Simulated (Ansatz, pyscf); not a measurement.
:HC–OH [singlet] + H₂O → H₂C=O + H₂O, a concerted two-bond exchange on the singlet surface: H–O, H–O broken, C–H, H–O formed. Single points on ωB97X-D3(BJ)/def2-SVP structures (PySCF, gas phase). Wave-function energies: Ansatz (a program for electronic structure), frozen core, RHF or UHF references. In kcal/mol, from the separated reactants.

Cost: rough CPU time of the saddle's run relative to CCSD(T)/cc-pV(D+d)Z, from one job on a shared machine, with the HF step and its search for lower states.

| level | barrier | reaction energy | cost |
|---|---|---|---|
| PBE/def2-TZVP | -12.20 | -54.42 | – |
| B3LYP-D3(BJ)/def2-TZVP | -4.93 | -53.25 | – |
| CCSD(T)/cc-pV(D+d)Z | -4.02 | -52.22 | 1 |
| CCSDT(Q)/cc-pV(D+d)Z | -4.30 | -52.22 | 200 |
| CCSD(T)/cc-pV(T+d)Z | -1.68 | -51.54 | 11 |
| CCSD(T)/cc-pV(Q+d)Z | -0.74 | -51.66 | – |

In cc-pV(D+d)Z, going from CCSD(T) to CCSDT(Q) shifts the barrier by -0.28 and the reaction energy by +0.01 kcal/mol. With HF in the quadruple-zeta basis and the correlation energy extrapolated as X⁻³ from X = 3, 4, CCSD(T) gives -0.77 and -51.71; adding the double-zeta shift gives ΔE‡ = -1.04 and ΔE = -51.70 kcal/mol, without core correlation, relativity or geometry relaxation at these levels. On the reactant side the descent ends in a bound adduct, 12.33 kcal/mol under the separated species and 9.73 kcal/mol under the saddle at ωB97X-D3(BJ)/def2-TZVP. On the product side the descent ends in a complex, 5.42 kcal/mol under the separated species and 54.78 kcal/mol under the saddle at ωB97X-D3(BJ)/def2-TZVP. At PBE, B3LYP-D3(BJ) the saddle lies under the separated reactants, which points to a path from their complex (located at ωB97X-D3(BJ) alone). At ωB97X-D3(BJ)/def2-TZVP the barrier from the zero used here is -2.60 kcal/mol. This is the saddle that the search found; another between the same sides may lie lower.
